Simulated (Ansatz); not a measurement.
Cost and result for the atomization energy of `[SH][Mg][SH]` (5 atoms, 4 bonds).

Charge 0, multiplicity 1. Correlated methods include outer-core shells of Mg, which these sets cover unevenly. All single points use the PBE0-D4/def2-TZVP geometry. It is one conformer, not always the lowest. Program: Ansatz. All runs use 4 threads of an Arm Neoverse V1 on a shared host. Times are those of one run each, without the atoms' runs, and a repeat can differ threefold. Electronic energies, without spin–orbit coupling; frozen cores. CCSD(T)/CBS adds CCSD(T) − MP2 in def2-TZVPP to the MP2 limit, and its time is that of the two runs behind it. T1 = 0.009. With those shells the extrapolation isn't a true limit. B3LYP takes the VWN-RPA correlation (the form of Gaussian; ORCA's B3LYP/G). HSE06 is the plane-wave form, built on full-range PBE exchange.

CCSD(T)/CBS is a level of theory with its own doubt, some kJ/mol a heavy atom from the limit and from the frozen cores, so smaller differences don't rank the functionals.

```json
{"level": "CCSD(T)/def2-SVP", "functions": "64", "wall time": "0.65 s", "atomization (kcal/mol)": "279.6", "difference from CCSD(T)/CBS": "-32.2", "per bond": "-8.1"}
{"level": "BHLYP-D4/def2-TZVPP", "functions": "144", "wall time": "1.1 s", "atomization (kcal/mol)": "296.1", "difference from CCSD(T)/CBS": "-15.7", "per bond": "-3.9"}
{"level": "HSE06-D4/def2-TZVPP", "functions": "144", "wall time": "1.2 s", "atomization (kcal/mol)": "306.3", "difference from CCSD(T)/CBS": "-5.5", "per bond": "-1.4"}
{"level": "CAM-B3LYP-D4/def2-TZVPP", "functions": "144", "wall time": "1.3 s", "atomization (kcal/mol)": "303.8", "difference from CCSD(T)/CBS": "-8.0", "per bond": "-2.0"}
{"level": "B2PLYP/def2-TZVPP", "functions": "144", "wall time": "1.7 s", "atomization (kcal/mol)": "300.5", "difference from CCSD(T)/CBS": "-11.3", "per bond": "-2.8"}
{"level": "PBE-QIDH/def2-TZVPP", "functions": "144", "wall time": "1.8 s", "atomization (kcal/mol)": "304.7", "difference from CCSD(T)/CBS": "-7.1", "per bond": "-1.8"}
{"level": "r2SCAN-D4/def2-TZVPP (with forces)", "functions": "144", "wall time": "2.2 s", "atomization (kcal/mol)": "313.8", "difference from CCSD(T)/CBS": "2.0", "per bond": "0.5"}
{"level": "r2SCANh-D4/def2-TZVPP", "functions": "144", "wall time": "2.3 s", "atomization (kcal/mol)": "311.4", "difference from CCSD(T)/CBS": "-0.4", "per bond": "-0.1"}
{"level": "ωB97X-V/def2-TZVPP", "functions": "144", "wall time": "3 s", "atomization (kcal/mol)": "312.1", "difference from CCSD(T)/CBS": "0.3", "per bond": "0.1"}
{"level": "B3LYP-D4/def2-TZVPP (with forces)", "functions": "144", "wall time": "3.4 s", "atomization (kcal/mol)": "303.5", "difference from CCSD(T)/CBS": "-8.3", "per bond": "-2.1"}
{"level": "CCSD(T)/def2-TZVPP", "functions": "144", "wall time": "11 s", "atomization (kcal/mol)": "296.3", "difference from CCSD(T)/CBS": "-15.5", "per bond": "-3.9"}
{"level": "CCSD(T)/def2-QZVPP", "functions": "263", "wall time": "2.1 min", "atomization (kcal/mol)": "306.4", "difference from CCSD(T)/CBS": "-5.4", "per bond": "-1.4"}
{"level": "CCSD(T)/CBS(def2)", "functions": "–", "wall time": "2.3 min", "atomization (kcal/mol)": "311.8", "difference from CCSD(T)/CBS": "0.0", "per bond": "0.0"}
```

Leaving LDA and LC-ωPBE aside and taking each functional with its dispersion term where it has one, the values, not all of them listed here, spread over 18.2 kcal/mol, from BHLYP-D4 to B97M-V. LDA lies +41.1 kcal/mol from PBE without D4, its usual overbinding. At CCSD(T), def2-SVP lies −32.2 kcal/mol from the extrapolated value and def2-TZVPP −15.6 kcal/mol: correlation converges slowly with the basis, and small sets miss more of it in the bonded molecule than in its fragments. In def2-TZVPP, CCSD(T) changes the Hartree–Fock value by +78.3 kcal/mol (the triples alone add +5.6 kcal/mol) and MP2 by +83.6 kcal/mol; breaking electron pairs costs correlation energy, which Hartree–Fock lacks.
